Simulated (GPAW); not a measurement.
**CH2AlN (AlH2(CN)) at TPSS/plane waves (scalar-relativistic datasets, plane-wave cutoff 500 eV)**

Wanted: a geometry optimisation of CH2AlN (AlH2(CN)). Input form: an ASE script.

The results are computed with GPAW 26.7.0.

3 further runs of the same task are left out: 2 that didn't finish, 1 set aside as unsound or not needed.

**1. The molecule**

CH2AlN: 5 atoms, total charge 0, spin state singlet. SMILES: `[H][Al]([H])[C]#N`. The shape comes from GFN2-xTB, which is rough for such elements, and wasn't checked as a minimum. The run starts from this shape.

Bond lengths: Al1–C4 1.977 Å, C4–N5 1.154 Å, Al1–H2 1.545 Å, Al1–H3 1.546 Å. Angles: Al1–C4–N5 179.7°, H2–Al1–C4 120.1°, H3–Al1–C4 120.4°, H2–Al1–H3 119.5°.

**2. A structure relaxation at TPSS/plane waves (scalar-relativistic datasets, plane-wave cutoff 500 eV)**

Input file ch2aln.xyz:

```xyz
5

Al     0.353320     0.616070     0.007940
H      1.897570     0.618400     0.058740
H     -0.410240     1.959830    -0.023840
C     -0.634730    -1.095760    -0.014750
N     -1.205910    -2.098530    -0.028080
```

Input file run.py:

```python
from ase.io import read, write
from ase.optimize import BFGSLineSearch
from gpaw import GPAW, PW

atoms = read("ch2aln.xyz")
atoms.center(vacuum=4.5)

gpaw_calc = GPAW(mode={"name": "pw", "ecut": 500},
                 xc="TPSS",
                 occupations={"name": "fermi-dirac", "width": 0.02},
                 eigensolver="davidson",
                 mixer={"name": "pulay", "beta": 0.1, "nmaxold": 5, "weight": 1.0},
                 convergence={"eigenstates": 1e-06},
                 maxiter=60,
                 txt="-")
atoms.calc = gpaw_calc

opt = BFGSLineSearch(atoms, trajectory="ch2aln.traj")
converged = opt.run(fmax=0.05, steps=100)
print("Converged:", converged)
print(f"Final energy = {atoms.get_potential_energy():.5f} eV")
print(f"r(H2-Al0)               {atoms.get_distance(2, 0):.4f} Ang")
print(f"r(C3-Al0): {atoms.get_distance(3, 0):.4f} Ang")
write("relaxed.xyz", atoms)
```

Started as:

```
$ python3 run.py
```

What it wrote:

```text
[...]
  mode=PW(ecut=500),
[...]
Number of symmetries: 1
[...]
  Number of IBZ points: 1
[...]
Cutoff: 500.0 eV
Spin-components: 1 (collinear spins)
Bands:           13
[...]
  Valence electrons: 14.0
[...]
  Grid points: [63 70 48]
  Charge: 0.0  # |e|
[...]
    cutoffs:
[...]
occupation numbers:
  Fermi-Dirac:
[...]
xc functional:
  name: TPSS with 2 nearest neighbor stencil
[...]
|iter     |     time |      energy | eigst |  dens |
[...]
|iter:   1| 00:00:16 |   -8.964561 | +0.37 |       |
[...]
Converged in 17 steps
[...]
dipole moment: (0.336885, 0.590123, 0.007514)  # |e|*Ang
Fermi level: -5.893
[...]
Converged in 17 steps
[...]
Converged in 11 steps
[...]
Converged in 10 steps
[...]
Converged in 11 steps
[...]
|iter:   9| 00:17:28 |  -33.356540c| -6.82c| -4.02c|
Converged in 9 steps
[...]
Energy contributions relative to reference atoms: (reference = -9137.753209)
Energy contributions:
  Kinetic:          23.306395
  Coulomb:         -25.442654
  Zero:             -0.057545
  External:          0.000000
  Xc:              -31.162736
  Entropy:          -0.000000
  Spinorbit:         0.000000
  ----------------------------
  Free energy:     -33.356540
  Extrapolated:    -33.356540
dipole moment: (0.355582, 0.609089, 0.008545)  # |e|*Ang
Fermi level: -3.427
Eigenvalues  # (at kpt = [0.000, 0.000, 0.000])
| band index |      eig [eV] | occ [0-2] |
|------------|---------------|-----------|
|          0 |       -22.647 |     2.000 |
|          1 |       -12.717 |     2.000 |
|          2 |        -9.760 |     2.000 |
|          3 |        -8.540 |     2.000 |
|          4 |        -8.370 |     2.000 |
|          5 |        -8.199 |     2.000 |
|          6 |        -7.857 |     2.000 |
|          7 |        -2.898 |     0.000 |
|          8 |        -0.890 |     0.000 |
|          9 |        -0.266 |     0.000 |
|         10 |        -0.144 |     0.000 |
|         11 |         0.079 |     0.000 |
[...]
Gap: 4.959 eV
Transition (v -> c):
[...]
Forces  # eV/Ang
|        x |        y |        z |
|----------|----------|----------|
| -0.03503 |  0.01055 | -0.00129 |  # Al   0
|  0.00978 |  0.00021 | -0.00400 |  # H    1
|  0.01375 | -0.02231 |  0.00548 |  # H    2
| -0.00334 |  0.00972 |  0.00051 |  # C    3
| -0.02280 | -0.00597 | -0.00021 |  # N    4
Force computation time: 2.756  # s
BFGSLineSearch:    5[  7] hh:mm:ss      -33.356540       0.0366
Converged: True
Final energy = -33.35654 eV
r(H2-Al0)               1.5752 Ang
r(C3-Al0): 1.9482 Ang
```

Run time: 18 min. Hardware: 1 thread of AMD EPYC (Zen 3), shared host; peak memory 0.56 GiB.

Steps, from the record of the run:

| step | energy from the first frame kept (eV) | largest force (eV/Å) |
| --- | --- | --- |
| 0 | 0.0000 | 1.8276 |
| 1 | -0.0134 | 0.6024 |
| 2 | -0.0249 | 0.3174 |
| 3 | -0.0362 | 0.1796 |
| 4 | -0.0439 | 0.1480 |
| 5 | -0.0448 | 0.0366 |

After the run. Bond lengths: Al1–C4 1.948 Å, C4–N5 1.166 Å, Al1–H2 1.572 Å, Al1–H3 1.575 Å. Angles: Al1–C4–N5 179.7°, H2–Al1–C4 116.8°, H3–Al1–C4 116.8°, H2–Al1–H3 126.4°.

**3. Results**

At TPSS/plane waves (scalar-relativistic datasets, plane-wave cutoff 500 eV):

| quantity | value |
| --- | --- |
| energy as printed (from the program's reference atoms) | -33.3565 eV |
| dipole moment | 3.39 D |
| HOMO energy (from the vacuum level) | -8.18 eV |
| LUMO energy (from the vacuum level) | -3.22 eV |
| HOMO–LUMO gap | 4.96 eV |

What this shows: At the final geometry: Bond lengths: Al1–C4 1.948 Å, C4–N5 1.166 Å, Al1–H2 1.572 Å, Al1–H3 1.575 Å. Angles: Al1–C4–N5 179.7°, H2–Al1–C4 116.8°, H3–Al1–C4 116.8°, H2–Al1–H3 126.4°. The optimisation took 5 steps and changed the energy by -0.045 eV.
